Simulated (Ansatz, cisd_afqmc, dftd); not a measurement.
Barrier from N2H (SMILES [N]=N, doublet) to the saddle point below; all geometries are those of the NHTBH38 set.
```xyz
3

N     -0.6429    -0.0846     0.0000
N      0.4799    -0.0846     0.0000
H      1.1414     1.1839     0.0000
```
Charge 0, spin multiplicity 2.

Wanted: barrier height (electronic, no zero-point energy), in kcal/mol. UHF or UKS for unpaired electrons; spin-orbit terms are left out. Cores are frozen in correlated methods. Rows without X2C or -DK are non-relativistic. AFQMC/CISD: phaseless, guided by CISD from CCSD amplitudes; bars are statistical, one sigma. Outlying blocks are dropped, and bars are widened where a walk drifts. Over all cases where full CI ran beside it in this data, AFQMC minus full CI had a median of +0.1 mEh and passed +0.4 mEh in a tenth of the cases. CBS(X,Y): correlation extrapolated as X^-3, Hartree-Fock from the larger set. A bracket is a step between two methods taken in the basis named. Functionals run without relativity, which enters their misses. Double hybrids freeze cores in their MP2 part. '+ core + X2C': CCSD(T) terms for core correlation (cc-pwCVTZ) and scalar relativity (cc-pVTZ-DK). The UHF reference of HN2 ([N]=N, doublet) is spin-contaminated (<S^2> up to 0.13 over the pure value in the sets run). The UHF reference of HN2 (saddle point or complex, doublet) is spin-contaminated (<S^2> up to 0.15 over the pure value in the sets run).

Published benchmark value: 10.7 kcal/mol (Zhao et al., NHTBH38), a best estimate, not a measurement.

```json
[
 {"level": "B3LYP-D3(BJ)/def2-TZVPD", "program": "Ansatz + dftd3", "barrier height (kcal/mol)": "10.2", "difference against that value": "-0.5"},
 {"level": "PBE0-D3(BJ)/def2-TZVPD", "program": "Ansatz + dftd3", "barrier height (kcal/mol)": "11.2", "difference against that value": "0.5"},
 {"level": "r2SCANh-D4/def2-TZVPD", "program": "Ansatz + dftd4", "barrier height (kcal/mol)": "9.7", "difference against that value": "-1.0"},
 {"level": "CAM-B3LYP-D4/def2-TZVPD", "program": "Ansatz + dftd4", "barrier height (kcal/mol)": "11.4", "difference against that value": "0.7"},
 {"level": "CAM-B3LYP/def2-TZVPD", "program": "Ansatz", "barrier height (kcal/mol)": "11.4", "difference against that value": "0.7"},
 {"level": "B2PLYP-D4/def2-TZVPD", "program": "Ansatz + dftd4", "barrier height (kcal/mol)": "9.9", "difference against that value": "-0.8"},
 {"level": "B2GP-PLYP-D3(BJ)/def2-TZVPD", "program": "Ansatz + dftd3", "barrier height (kcal/mol)": "10.3", "difference against that value": "-0.4"},
 {"level": "MP2/aug-cc-pVDZ", "program": "Ansatz", "barrier height (kcal/mol)": "8.0", "difference against that value": "-2.7"},
 {"level": "CCSD/aug-cc-pVTZ", "program": "Ansatz", "barrier height (kcal/mol)": "11.7", "difference against that value": "1.0"},
 {"level": "CCSD(T)/aug-cc-pVDZ", "program": "Ansatz", "barrier height (kcal/mol)": "10.6", "difference against that value": "-0.1"},
 {"level": "CCSD(T)/aug-cc-pVTZ", "program": "Ansatz", "barrier height (kcal/mol)": "10.8", "difference against that value": "0.1"},
 {"level": "CCSDT(Q)/aug-cc-pVDZ", "program": "Ansatz", "barrier height (kcal/mol)": "10.5", "difference against that value": "-0.2"},
 {"level": "CCSD(T)/CBS(aug-cc-pVTZ,aug-cc-pVQZ) + [AFQMC/CISD - CCSD(T)]/aug-cc-pVTZ + core + X2C", "program": "Ansatz + cisd_afqmc", "barrier height (kcal/mol)": "10.7 ± 0.4", "difference against that value": "0.0"},
 {"level": "CCSD(T)/CBS(aug-cc-pVTZ,aug-cc-pVQZ) + [CCSDT(Q) - CCSD(T)]/aug-cc-pVDZ + core + X2C", "program": "Ansatz", "barrier height (kcal/mol)": "10.6", "difference against that value": "-0.1"}
]
```

Ansatz is an electronic-structure program.
